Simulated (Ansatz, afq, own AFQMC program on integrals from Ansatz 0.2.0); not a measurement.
AFQMC on a folder of integrals that Ansatz 0.2.0 wrote.

```yaml
crystal:
  periodic: [false, false, false]
  atoms:
    - {symbol: O, position_ang: [0.000000, 0.000000, 0.000000]}
basis:
  gaussian: {orbitals: aug-cc-pVTZ}
total_charge: 1
magnetization: {spin_polarized: false, initial_magnetization: 1}
correlation: {method: ccsd_t, electrons: outside_noble_gas, hamiltonian_folder: ham}
```

```sh
$ ansatz run in.yaml --threads 1 --pin off --events-out ev --progress --plain --max-ram 15360MiB --backend cuda --devices 0, --max-vram 18GiB
```

afq runs on the folder ham with

```
--method phaseless --trial cisd --walkers 4000 --populations 20 --least-time 60 --time-step 0.005 --steps-per-block 50 --equilibration-blocks 28 --max-blocks 4000 --target-error 0.00014 --factor-cut 1e-05 --start spin_pure --seed 2673 --release-times 0.24,0.51,0.99,1.62,2.4 --release-step 0.03 --release-every 3 --taylor-order 6
```

Times are imaginary, in 1/Eh. The walk had a cap of 136 s. With eight or more populations the least sampling time is a fifth of least-time, and the error comes from their spread.

afq prints:

```
orbitals 45  electrons 3 2  factors 279 of 279
reference energy -74.18333656 Eh
CCSD correlation -0.15722715 Eh in 13 cycles, weight of the determinant in the CISD state 0.7972
energy of the start -74.340558 Eh
 block  time / (1/Eh)  mean weight  energy / Eh
     1     0.250  0.9999  -74.340943
     2     0.500  1.0000  -74.342007
     3     0.750  1.0000  -74.342634
     4     1.000  1.0001  -74.343004
     5     1.250  0.9997  -74.343433
    10     2.500  0.9997  -74.344268
    25     6.250  1.0001  -74.349790
    28     7.000  0.9999  -74.349499
    40    10.000  0.9993  -74.353002
    55    13.750  0.9998  -74.355309
    70    17.500  1.0004  -74.353629
    85    21.250  1.0003  -74.353313
   100    25.000  1.0001  -74.353146
   115    28.750  1.0004  -74.353022
   130    32.500  1.0002  -74.354908
   139    34.750  1.0004  -74.355625
   145    36.250  1.0001  -74.355037
   157    39.250  0.9999  -74.354900
error from the spread of 20 populations
released: time / (1/Eh)  energy / Eh  error  mean overlap
  0.24  -74.354488  0.000187  1.0003
  0.51  -74.354619  0.000162  0.9975
  0.99  -74.354997  0.000179  0.9927
  1.62  -74.355261  0.000203  0.9882
  2.40  -74.354012  0.001079  0.9793
energy -74.353975 +/- 0.000129 Eh
(rows thinned)
```

The run passed its tests (sampling time, drift between the halves within three errors, error under three times the target), which doesn't prove that it has relaxed. The second half of the sampling lies below the first by 2.8 errors of their difference, so the energy may still be moving and its error bar be too small.

Against this walk (error 3.5 meV) on the same determinant: CCSD(T) 58.3 meV higher, CCSDT(Q) 154.1 meV lower, full CI (a separate run on its own orbitals, whose frozen core shifts it by up to a few meV) 154.2 meV lower. The error is statistical and leaves out the bias of the constraint. The released energies are still falling (meV from the phaseless value at times in 1/Eh: -14 ± 5 at 0.24, -18 ± 4 at 0.51, -28 ± 5 at 0.99, -35 ± 6 at 1.62, -1 ± 29 at 2.40), so they give no level; they do show a bias of the constraint, and the last of them that isn't too noisy lies 119 meV above full CI. Full CI is exact here, so the walk's 154 meV above it is the walk's own error: the bias of the constraint with this trial, or a walk that hasn't relaxed. The determinant is a poor start (see the cautions), so the low cluster orders aren't to be relied on, and full CI is the sure value.

Cautions: constraint bias not in the error; a spin-contaminated unrestricted determinant lies lower (UHF 2.92 eV lower, ⟨S²⟩ 1.76); strong correlation (T1 0.012, weight of the determinant 0.80, largest double 0.45); (T) is large, 7 % of the CCSD correlation; the CCSDT(Q) amplitudes may be one of several solutions (largest double 0.96); full CI with its own frozen core; a state of higher spin lies lower (by 3.43 eV).

The walk took 90 s on 1 × NVIDIA H100 80GB HBM3 with 2 threads of AMD EPYC 7R13 Processor (Zen 3), with other jobs on the host (the card was shared). The log's last line is the phaseless energy.

CCSDT and higher add their correlation energy to the determinant of the CCSD(T) run, since their own runs factorise the integrals more tightly (a shift of under 2 meV).
